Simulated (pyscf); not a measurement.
H₃C–CH₃ (SMILES CC) + InH (SMILES [InH]) [singlet] → H₃C–InH–CH₃ (SMILES [CH3][InH][CH3]), an insertion (singlet surface; C–C broken, C–In, C–In formed). Optimised with ωB97X-D3(BJ)/def2-SVP in PySCF. MP2 and CC: frozen core, UHF for open shells. ΔMP2 is the change of the MP2 total energy from the triple- to the quadruple-zeta basis. Energies in eV from the separated reactants.

Small-basis levels: PySCF, no dispersion term, spherical d functions. AM1 to PM7: differences of heats of formation from MOPAC, which are fitted to 298 K values and so differ in kind from electronic energies by zero-point and thermal terms. GFN2-xTB: tblite. Cost: rough CPU time at the saddle relative to B3LYP/6-31G*+LANL2DZ, from one job on a shared machine.

| level | barrier | reaction energy | cost |
|---|---|---|---|
| SVWN5/6-31G*+LANL2DZ | 3.56 | -0.14 | 1 |
| BP86/6-31G*+LANL2DZ | 3.71 | -0.03 | 1 |
| PBE/6-31G*+LANL2DZ | ___ | -0.04 | 2 |
| B3LYP/LANL2DZ | 3.94 | -0.26 | 0.9 |
| B3LYP/6-31G*+LANL2DZ | 4.14 | +0.02 | 1 |
| M06-2X/6-31G*+LANL2DZ | 4.31 | -0.17 | 2 |
| B3LYP/6-311+G**+LANL2DZ | ___ | -0.10 | 2 |
| GFN2-xTB | 4.18 | +1.64 | under 0.02 |
| PM3 | 3.78 | -1.01 | under 0.02 |
| CCSD(T)/def2-TZVPP + ΔMP2(QZVPP) | ___ | -0.01 | – |

Some entries are withheld; supply them.


- PBE/6-31G*+LANL2DZ, barrier: 3.68
- B3LYP/6-311+G**+LANL2DZ, barrier: 3.93
- CCSD(T)/def2-TZVPP + ΔMP2(QZVPP), barrier: 3.74

Against the last row the barrier runs from -0.18 (SVWN5/6-31G*+LANL2DZ) to +0.56 eV (M06-2X/6-31G*+LANL2DZ). CCSD(T)/def2-TZVPP + ΔMP2(QZVPP) has limits of its own. From the product side, CH₃• + [H₃C–InH]• lies, by one bond made or cut, 1.36 eV under this saddle at ωB97M-D3(BJ)/def2-TZVP. One saddle was located; it need not be the lowest between these sides. One closed-shell reference is unstable to symmetry breaking; treat the single-reference values with care. The CCSD(T) − MP2 part came from Ansatz, without density fitting, on the same reference. The frozen core leaves the outer d or s,p core shells of the metals and heavy elements correlated in the MP2 and CC values, and def2-TZVPP describes them poorly, which can shift differences by a few kcal/mol. In the def2 sets elements past Kr carry core potentials, without spin-orbit coupling.
